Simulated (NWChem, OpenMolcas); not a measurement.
# NWChem → OpenMolcas

This NWChem 7.3.0 job computes singlet [BF2]+:

bf2.nw:
```
start bf2
memory total 2200 mb
charge 1
geometry units angstrom noautosym nocenter noautoz
  F        0.513100      -1.044300       0.160000
  B        0.279000       0.240500       0.181300
  F       -0.802900       0.738900      -0.354600
end
basis spherical bse
  F library cc-pVTZ
  B library cc-pVTZ
end
dft
  xc m06-2x
  grid fine
  convergence energy 1e-08
  maxiter 100
  mulliken
  print low
end
task dft energy
```

```bash
$ nwchem bf2.nw > bf2.out
```

Geometry: relaxed at PBE0-D4/def2-TZVP. That shape belongs to the parent species and isn't relaxed for this state.

It gives a total energy of -224.207047 Eh.

Q: How is this level of theory, on these atoms, set up in OpenMolcas 26.06 as an input file of the program's own?

A: For example:

struct.xyz:
```
3

F      0.513100    -1.044300     0.160000
B      0.279000     0.240500     0.181300
F     -0.802900     0.738900    -0.354600
```

job.inp:
```
* BF2 Kohn-Sham DFT
>>> EXPORT MOLCAS_PRINT=2
&gateway
baslib=$CurrDir
coord=struct.xyz
basis=cc-pVTZ
group=NoSym
&seward
gridinput
Grid=UltraFine
End of Grid
&scf
charge=1
ksdft=M062X
thresholds=1e-10 1e-07 1e-07 1e-05
prorbitals=0
```

```bash
$ export MOLCAS_MEM=1860
$ pymolcas job.inp > job.log
```

(Basis files named in the input come from the Basis Set Exchange and aren't shown.)

Its energy is -224.207048 Eh, 0.001 mEh from the first.
